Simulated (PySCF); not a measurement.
C₃H₆O₂S.
Structure used (PBE0-D3(BJ)/def2-SVP), in Å, numbered top down from 1:
```
atom  x, y, z in Å
C1     1.782    0.771   -0.226
O2     0.443    0.352   -0.040
C3     0.132   -0.917   -0.272
S4     1.165   -2.089   -0.765
O5    -1.149   -1.150   -0.057
C6    -2.003   -0.098    0.364
H7     1.798    1.839    0.024
H8     2.457    0.204    0.431
H9     2.095    0.607   -1.267
H10   -2.996   -0.548    0.473
H11   -2.036    0.709   -0.383
H12   -1.672    0.321    1.326
```

Computed with PySCF at CAM-B3LYP/def2-SVPD, non-relativistic, on one gas-phase PBE0-D3(BJ)/def2-SVP geometry that isn't relaxed in the solvent. The solvent is an IEF-PCM continuum (cavity from Bondi-type radii × 1.2). Specific hydrogen bonds and non-electrostatic terms are outside this model.

Gas phase at CAM-B3LYP/def2-SVPD: HOMO -7.90 eV, LUMO 0.39 eV, dipole 4.21 D.

Q: What does the continuum do to the energy, the frontier levels and the dipole at CAM-B3LYP/def2-SVPD in benzene and chloroform?

A: 
| solvent | ε | E(solvent) − E(gas) (kcal/mol) | polarisation term (kcal/mol) | distortion of the solute (kcal/mol) | HOMO (eV) | LUMO (eV) | dipole (D) |
| --- | --- | --- | --- | --- | --- | --- | --- |
| benzene | 2.271 | -2.95 | -3.28 | 0.33 | -8.07 | 0.30 | 4.88 |
| chloroform | 4.711 | -4.72 | -5.58 | 0.86 | -8.19 | 0.24 | 5.30 |

Polarisation term: ½ Σ q·V over the induced surface charges. Distortion: the rise of the solute's own energy as its density leaves the gas-phase optimum. From benzene to chloroform the lowering changes by a factor 1.60, Onsager's factor (ε − 1)/(2ε + 1) by 1.55 and ε itself by 2.1.

Q: Which radius a makes the point-dipole formula ΔE = −[(ε − 1)/(2ε + 1)]·μ²/a³ give the value in chloroform, with the gas-phase dipole?

A: μ = 1.655 au and |ΔE| = 0.00752 Eh give a = 2.68 Å; the farthest nucleus lies 3.09 Å from the centroid of the nuclei, so such a sphere wouldn't even hold the nuclei. The formula assumes a rigid point dipole at the centre of a sphere.

Q: Give the dipole vector in the frame of the coordinates (D, pointing from negative to positive charge), gas and chloroform.

A: Gas (-1.03, 3.92, 1.13), solvent (-1.32, 4.93, 1.42). Its length changes by +26 % and its direction by less than 1°.

Q: How does the static polarisability (CAM-B3LYP/def2-SVPD, frozen core, with the continuum's full static response) change?

A: 
```tsv
medium	isotropic (au)	principal values (au)	⟨r²⟩ of the electrons (bohr²)
gas	69.6	51.9, 70.8, 86.1	754.1
benzene	79.4	59.1, 80.3, 99.0	753.9
chloroform	86.2	64.8, 86.7, 107.2	753.8
```

The isotropic value in chloroform is 1.24 times the gas-phase one; no cavity-field correction is applied. ⟨r²⟩ is taken about the centre of nuclear charge.
